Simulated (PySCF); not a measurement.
**C₃H₃F₂N: electronic excitations and core binding energies**

Aim: predict the electronic excitations and core binding energies of C₃H₃F₂N (`[H]/N=C\C=C(F)F`).

Programs: PySCF 2.14.0, with density-fitted response routines of our own. Each step states its level of theory. These are calculated values for one molecule in the gas phase, unless marked as measured. Atoms count from 0, in the outputs and in this text.

## (1) Starting geometry

9 atoms, charge 0, multiplicity 1; geometry from: GFN2-xTB.

Bonds of the start (Å): N0–C1 1.26, C1–C2 1.46, C2–C3 1.33, C3–F4 1.32, C3–F5 1.32, N0–H6 1.02, C1–H7 1.09, C2–H8 1.08.

## (2) TDDFT and polarisability: PBE0/def2-SVPD

Job settings and geometry (Å):

```
{"job": {"kind": "uv", "xc": "PBE0", "basis": "def2-SVPD", "nstates": 8, "ntriplets": 3}, "charge": 0, "multiplicity": 1}
N      2.128590     0.326354     0.027291
C      0.915533     0.385036     0.349008
C     -0.202943    -0.263721    -0.328757
C     -1.458160    -0.147113     0.080960
F     -1.864719     0.550764     1.126900
F     -2.499016    -0.719258    -0.503692
H      2.331404    -0.238938    -0.796909
H      0.667377     0.979633     1.222580
H     -0.004505    -0.866764    -1.202562
```

Level: TDDFT PBE0/def2-SVPD, vertical, gas phase, core orbitals frozen in the response.

Command:

```sh
> OMP_NUM_THREADS=1 python probes_run.py task.json out
```

This one command runs all jobs of the session in turn.

**Question.** This job is followed by: delta-SCF UKS SCAN, pcX-2 on the ionised atom, pcseg-1 elsewhere, spin-free X2C. What will the session give for the following? lowest singlet (PBE0/def2-SVPD); brightest single state of those computed; lowest triplet; surface potential, 1st and 99th percentile; F1s binding energies, SCAN/pcX-2; N1s binding energies, SCAN/pcX-2; C1s binding energies, SCAN/pcX-2 (standing for 1 of 3 atoms).

As calculated:

```
                                                    quantity                        value
                             lowest singlet (PBE0/def2-SVPD)  4.68 eV (265 nm), f = 0.003
                    brightest single state of those computed  state 2, 6.34 eV, f = 0.520
                                              lowest triplet                      3.67 eV
                       surface potential, 1st and 99th percentile           -1.79 V and 1.57 V
                            F1s binding energies, SCAN/pcX-2      F4 694.61, F5 694.47 eV
                            N1s binding energies, SCAN/pcX-2                 N0 404.45 eV
C1s binding energies, SCAN/pcX-2 (standing for 1 of 3 atoms)                 C2 291.55 eV
```

In words: The first singlet state (HOMO→LUMO 0.98) lies at 4.68 eV and is weak; of the 8 states computed, the strongest absorption comes from state 2 at 6.34 eV. The lowest triplet lies 1.01 eV below the lowest singlet (triplets in Tamm-Dancoff, singlets in full TDDFT). At PBE0/def2-SVPD, counted by nearest atom on the grid, the HOMO lies on N0 68 %; H6 11 %, the LUMO on C3 28 %; N0 23 %. The F1s levels kept as sound span 0.14 eV, from F5 (vinylic fluorine) up to F4 (vinylic fluorine).
